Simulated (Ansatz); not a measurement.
C2H6Si, SMILES `CC[SiH]`, relaxed with RKS PBE0-D4/def2-TZVP in Ansatz 0.2.0 from a PBE-D4/def2-SVP geometry. The force threshold is 0.005 eV/Å; the program also tests the step.

The species carries charge 0 and has multiplicity 1.

Start:

```xyz
9

C     0.685   -0.500    0.488
C    -0.497    0.441    0.242
Si   -0.876    1.203   -1.470
H     0.643   -0.977    1.490
H     1.648    0.048    0.431
H     0.724   -1.305   -0.273
H    -0.591    1.209    1.041
H    -1.469   -0.133    0.316
H    -0.266    0.014   -2.265
```

**Question.** How much energy does the relaxation release, and in how many steps? (An estimate is asked.)

**Answer.** Computed: 3.40 kJ/mol, in 6 steps.

**Question.** Which bonds change most? (An estimate is asked.)

**Answer.** Computed: Si3–H9 from 1.555 to 1.532 Å; C2–Si3 from 1.912 to 1.891 Å; C2–H8 from 1.130 to 1.111 Å; C2–H7 from 1.112 to 1.095 Å.

**Question.** Give the relaxed structure. (An estimate is asked.)

**Answer.** Ansatz gave: 
```xyz
9

C     0.676   -0.494    0.479
C    -0.512    0.430    0.245
Si   -0.828    1.198   -1.453
H     0.648   -0.956    1.470
H     1.619    0.053    0.404
H     0.703   -1.291   -0.268
H    -0.591    1.192    1.028
H    -1.459   -0.146    0.332
H    -0.256    0.012   -2.236
```
